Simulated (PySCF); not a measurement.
A geometry optimisation on `ClC(Cl)(F)Cl`.

Method: PBE0-D3(BJ)/def2-SVP geometry optimisation, gas phase (PySCF 2.14.0). Start geometry: GFN2-xTB. A driver script takes a list of jobs; this job's settings line and coordinates (Å) are shown.

Input:
```
{"job": {"xc": "PBE0", "basis": "def2-SVP", "d3": "d3bj", "grid": 1, "maxiter": 30, "shake": 0.01, "kind": "geom"}, "charge": 0, "multiplicity": 1}
F      0.080710    -0.166600     1.400240
C     -0.001040    -0.010840     0.064570
Cl    -0.478130     1.658240    -0.321300
Cl     1.635980    -0.368360    -0.607400
Cl    -1.203950    -1.146420    -0.574000
```

Output:
```
step   0  E = -1517.39973234  max force = 0.018828
step   1  E = -1517.38539504  max force = 0.074038
step   2  E = -1517.39717180  max force = 0.028251
step   3  E = -1517.40072065  max force = 0.007234
step   4  E = -1517.40096363  max force = 0.002024
step   5  E = -1517.40098823  max force = 0.000574
step   6  E = -1517.40099049  max force = 0.000232
optimisation converged
```

Energies in Eh; «max force» is the largest Cartesian gradient component in Eh/bohr.

Question: At which steps does the energy rise by more than 1e-5 Eh?

Answer: At step 1 (+14.34 mEh).

Main results: final energy -1517.40099 Eh after 6 steps; dipole 0.30 D.

Question: Where do the atoms end?

Answer: 0.023 Å rms from the input after alignment:
```
atom  x, y, z in Å
F1     0.1321    0.6557   -1.2340
C2     0.0136    0.0277   -0.0716
Cl3    1.2223    0.6726    1.0437
Cl4   -1.6131    0.3079    0.5580
Cl5    0.2800   -1.6997   -0.3327
```

Question: Estimate the wall time. Hardware: one thread of an Arm Neoverse V2, shared host with 96 logical CPUs at a one-minute load of 47. And the peak memory of the process?

Answer: About 14 s, with 0.36 GiB resident at the peak, the Python interpreter and its libraries included.
Labels such as C1 count atoms from 1, the log's own numbers from 0.
